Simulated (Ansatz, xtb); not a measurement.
**A ladder of methods for COF2 (carbonyl fluoride)**

COF2: 4 atoms, total charge 0, spin state singlet. SMILES: `O=C(F)F`. The coordinates come from a GFN2-xTB relaxation.

Quantity: the vertical energy of the triplet above the singlet, in eV. The values are calculated.

| level | kind | program | value (eV) | CPU time (all runs) |
| --- | --- | --- | --- | --- |
| GFN1-xTB | semi-empirical | xtb | 7.79 | under 2 s |
| HF/STO-3G | Hartree–Fock | Ansatz | 4.74 | 0.29 s |
| SVWN5/STO-3G | LDA | Ansatz | 6.59 | 1.6 s |
| PBE/STO-3G | GGA | Ansatz | 6.47 | 3 s |
| r2SCAN/STO-3G | meta-GGA | Ansatz | 6.42 | 7.9 s |
| r2SCAN0/STO-3G | hybrid meta-GGA | Ansatz | 6.11 | 6.2 s |
| HSE06/STO-3G | range-separated hybrid | Ansatz | 6.26 | 3.2 s |
| RPA@PBE/STO-3G | RPA | Ansatz | 6.45 | 4.7 s |
| MP2/STO-3G | perturbation theory | Ansatz | 6.51 | 0.35 s |
| BCCD(T)/STO-3G | coupled cluster or CI | Ansatz | 6.46 | 0.82 s |

The values span 4.74 to 7.79 eV. The xTB rows lack spin polarisation, so open shells miss the exchange term that lowers them. All rows use very small basis sets, so even the best lies far from the true value. Times are those of the runs behind each value, whatever else they computed, on shared processors of several kinds: orders of magnitude only.
